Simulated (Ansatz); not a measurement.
A structure drawn as `BN`, with this starting geometry:

Cartesian coordinates in Å:
```
B -0.363 0.435 0.439
N 0.714 -0.390 -0.332
H -1.426 0.347 0.232
H 0.033 1.143 1.242
H 0.583 -0.131 -1.348
H 0.459 -1.404 -0.233
```

Total charge 0; spin multiplicity 1.

**Question.** Does it keep its bonds when Ansatz relaxes it at PBE-D4/def2-SVP and then PBE0-D4/def2-TZVP?

**Answer.** Yes, every drawn bond is still there and no new one forms.

**Question.** Give the relaxed structure. (Estimate.)

**Answer.** The calculation gave: 
Z-matrix (Å, degrees):
```
B
N 1 1.385
H 1 1.197 2 119.0
H 1 1.197 2 119.0 3 -180.0
H 2 1.006 1 123.2 3 -0.0
H 2 1.006 1 123.2 3 -180.0
```
All modes are real.

Atoms count as bonded under 1.1 times the sum of their covalent radii (H–H under 0.85 Å, pairs among N, O and F under 1.55 Å), and a drawn bond as lost past 1.3 times.
